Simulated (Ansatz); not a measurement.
**BSiNH+ (triplet): the correlation ladder, def2-QZVPP**

The task here is to estimate one member of a computed series from the others.

Program: Ansatz 0.2.0, Gaussian basis. Level of theory: def2-QZVPP, core rule «outside noble gas», up to 7 orbitals frozen. These are calculated values, not measurements.

The runs, in order: UHF; ROHF; CCSD(T) on UHF.

## What is computed

The geometry is a PBE0/def2-TZVP stationary point (not a proven minimum) of the parent state, kept for this charge and spin.

4 atoms, charge 1, spin multiplicity 3.

Atoms are counted from 1 here; the program's logs count them from 0.

Bond lengths: N1–B2 1.323 Å, B2–Si3 1.932 Å, Si3–H4 1.485 Å. Angles: N1–B2–Si3 176.5°, B2–Si3–H4 121.5°.

The first run:

Contents of in.yaml:

```yaml
crystal:
  periodic: [false, false, false]
  atoms:
    - {symbol: N, position_ang: [0.000000, 0.051693, 2.035342]}
    - {symbol: B, position_ang: [0.000000, 0.044493, 0.712376]}
    - {symbol: Si, position_ang: [0.000000, -0.083412, -1.214889]}
    - {symbol: H, position_ang: [0.000000, 1.128664, -2.072682]}
basis:
  gaussian: {orbitals: "def2-QZVPP.json"}
total_charge: 1
magnetization: {spin_polarized: true, initial_magnetization: 2}
hamiltonian: {xc: hf}
output: {orbitals: {seedname: orbitals}}
```

On the command line:

```sh
$ ansatz run in.yaml --threads 1 --pin off --events-out ev --progress --plain --max-ram 2393MiB
```

Steps of the session up to this table: UHF; ROHF; CCSD(T) on UHF.

One table of the session follows, with a row left open; its other results are not shown here.

```
  method  from UCCSD(T) (meV)
    ROHF             +10447.0
     UHF              +9874.8
    UMP2                    ?
   UCCSD               +513.0
UCCSD(T)                    0
```

Estimate the missing values for UMP2.

**Answer.** from UCCSD(T) (meV): +1964.7. In the column «from UCCSD(T) (meV)» it lies between UCCSD (+513.0) and UHF (+9874.8).

Caveats from the session: The determinant is far from a pure spin state, so its energy mixes those of several spin states (harmless only where they are near-degenerate, as at dissociation).
